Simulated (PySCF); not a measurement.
# Bonding in 1,3,4-oxdiazole

1,3,4-oxdiazole, C2H2N2O.
Numbering: `[cH:1]1[n:2][n:3][cH:4][o:5]1` (hydrogens: H6 on C1; H7 on C4)

Cartesian coordinates in Å at the PBE0-D3(BJ)/def2-SVP level; atoms count from 1:
```
atom  x, y, z in Å
C1    -0.903    0.218    0.454
N2    -0.282   -0.740    1.049
N3     0.884   -0.936    0.345
C4     0.871   -0.081   -0.617
O5    -0.233    0.688   -0.613
H6    -1.862    0.667    0.706
H7     1.615    0.081   -1.393
```

Bond orders from the PBE0/pcSseg-1 density (PySCF). Geometry: PBE0-D3(BJ)/def2-SVP; no solvent, vibrations or thermal averaging.

(1) How far do the computed orders between heavy atoms stray from the drawn ones?

(2) Give the Mayer order of every bond, beside its length.

(3) Sum the orders of all bonds at each heavy atom with more than one neighbour and set the sums beside the valence in the SMILES.

Answers

(1) The largest departure is 0.411, at C4–O5 (drawn aromatic, 1.089) and O5–C1 (drawn aromatic, 1.090), counting aromatic bonds as 1.5. The bonds drawn aromatic range from 1.09 to 1.73.

(2) 
```json
{"bond": "C1–N2", "drawn as": "aromatic", "length (Å)": "1.287", "Mayer order": "1.726"}
{"bond": "N2–N3", "drawn as": "aromatic", "length (Å)": "1.376", "Mayer order": "1.151"}
{"bond": "N3–C4", "drawn as": "aromatic", "length (Å)": "1.287", "Mayer order": "1.726"}
{"bond": "C4–O5", "drawn as": "aromatic", "length (Å)": "1.345", "Mayer order": "1.089"}
{"bond": "O5–C1", "drawn as": "aromatic", "length (Å)": "1.345", "Mayer order": "1.090"}
{"bond": "C1–H6", "drawn as": "single", "length (Å)": "1.088", "Mayer order": "0.956"}
{"bond": "C4–H7", "drawn as": "single", "length (Å)": "1.088", "Mayer order": "0.956"}
```

(3) C1 3.772 (drawn 4), N2 2.877 (drawn 3), N3 2.877 (drawn 3), C4 3.771 (drawn 4), O5 2.179 (drawn 2). Orders between atoms that aren't bonded are not in these sums.

Mayer orders depend on the basis set.
